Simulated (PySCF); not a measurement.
# Removing an electron from pentafluorophosphorane

Pentafluorophosphorane, PF5.
Structure used (PBE0-D3(BJ)/def2-SVP), in Å, numbered top down from 1:
```xyz
6
PF5 angstrom
F      0.6422   -0.5738   -1.3522
P      0.0032   -0.0053   -0.0075
F      1.1101    1.1043    0.0491
F      0.2439   -1.3887    0.6915
F     -1.3442    0.2681   -0.7626
F     -0.6358    0.5639    1.3371
```

Level: CAM-B3LYP/def2-SVPD (PySCF). Frontier orbitals with their largest atomic shares (Löwdin; up to four atoms above 4 %):

```csv
orbital,ε (eV),main atoms
HOMO−3,-14.62,"F1 42 %, F6 42 %, F3 5 %, F4 5 %"
HOMO−2,-14.62,"F1 42 %, F6 42 %, F5 5 %, F4 5 %"
HOMO−1,-13.98,?
HOMO,-13.97,?
LUMO,0.18,"P2 41 %, F5 13 %, F4 13 %, F3 13 %"
LUMO+1,2.34,"F4 24 %, F3 24 %, F5 19 %, F1 12 %"
LUMO+2,2.34,"F5 25 %, F3 21 %, F4 20 %, F1 12 %"
```

Problem. What vertical ionisation energy does ΔSCF give, and how far is −ε(HOMO) from it?

Solution. ΔSCF: 15.41 eV (1487 kJ/mol; threshold wavelength 80.4 nm); ⟨S²⟩ of the doublet left behind is 0.756, against 0.75 for a pure doublet. −ε(HOMO) is 13.97 eV, 1.44 eV below it. For the exact functional −ε(HOMO) would equal the first vertical ionisation energy; CAM-B3LYP (range-separated hybrid) falls short of its own ΔSCF value by 9 %. Holes in the HOMO−1 and HOMO−2 were tried too where these lie within 1.2 eV of the HOMO; the lowest converged state counts.

Problem. On which atoms does the HOMO lie?

Solution. HOMO: F6 29 %, F1 29 %, F3 22 %, F5 19 %; HOMO−1: F6 29 %, F1 29 %, F4 27 %, F5 8 %. These 2 orbitals lie within 0.02 eV of one another; within a degenerate set any mixture serves as well, and the shares of a single orbital can change with the mixture. The HOMO−2 lies 0.65 eV lower.

Problem. Shift the occupied levels rigidly so that −ε(HOMO) equals the ΔSCF value. What binding energies result?

Solution. The shift is +1.44 eV: HOMO 15.41, HOMO−1 15.42, HOMO−2 16.06, HOMO−3 16.06 eV. A rigid shift is only a rough guide to the deeper ionisations.

Problem. How many of the 10 lowest singlet excitations (vertical TDDFT, same level) lie below the ionisation energy?

Solution. All 10; they run from 10.13 to 12.39 eV.

Problem. What kinetic energy would electrons from this vertical process carry with He II light (40.814 eV)?

Solution. 40.81 − 15.41 = 25.40 eV.

Problem. What total energies stand behind the ΔSCF value?

Solution. E(N) = -840.14313 Eh and E(N − 1) = -839.57670 Eh at the same geometry, 0.56643 Eh apart.

Geometry: PBE0-D3(BJ)/def2-SVP; no solvent, vibrations or thermal averaging.
